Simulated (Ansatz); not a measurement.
Ti, hcp: geometry optimisation

These are results of DFT, r2SCAN, plane waves (500 eV) with PAW, scalar-relativistic in Ansatz, not measurements. (PAW data from PBE, frozen cores regenerated.)

k-point mesh 12×12×7, Fermi-Dirac smearing 0.1 eV, no spin polarisation. Cell and atoms relax.

Starting structure:

```yaml
crystal:
  lattice:
    - [2.9499978604, 0.0, 0.0]
    - [-1.4749989302, 2.5547730882, 0.0]
    - [0.0, 0.0, 4.686]
  atoms:
    - { symbol: Ti, position: [0.3333333333, 0.6666666667, 0.25] }
    - { symbol: Ti, position: [0.6666666667, 0.3333333333, 0.75] }
hamiltonian:
  xc: r2scan
  pseudopotentials:
    kind: paw
    azcp:
      Ti: "pseudopotentials/Ti.paw.azcp"
basis:
  ecutwfc: 500
  fft_grid_basis: typed
kpoints:
  mp_grid: { grid: [12, 12, 7], shift: [0, 0, 0] }
magnetization:
  spin_polarized: false
scf:
  occupations: { method: fermi_dirac, width: 0.1 }
relax:
  max_steps: 60
  f_tol: 0.01
  cell: {}
```

Task: What cell does the relaxation end in?

Result: P6_3/mmc with a = 2.936 Å, c = 4.642 Å (c/a = 1.581); 17.32 Å³ per atom against 17.66 at the start (-1.9 %).

Task: How much energy does the relaxation gain?

Result: 2.4 meV per atom.

Path of the relaxation (the plane waves are chosen anew near the end, which can shift the energy a little):

```json
{"step": "0", "E − E(final) (meV/atom)": "2.39", "V (Å³/atom)": "17.658", "P (GPa)": "-2.15", "max force (eV/Å)": "0.000"}
{"step": "1", "E − E(final) (meV/atom)": "-0.16", "V (Å³/atom)": "17.345", "P (GPa)": "-0.13", "max force (eV/Å)": "0.000"}
{"step": "2", "E − E(final) (meV/atom)": "-0.19", "V (Å³/atom)": "17.324", "P (GPa)": "0.01", "max force (eV/Å)": "0.000"}
{"step": "3", "E − E(final) (meV/atom)": "0.00", "V (Å³/atom)": "17.324", "P (GPa)": "0.00", "max force (eV/Å)": "0.000"}
```
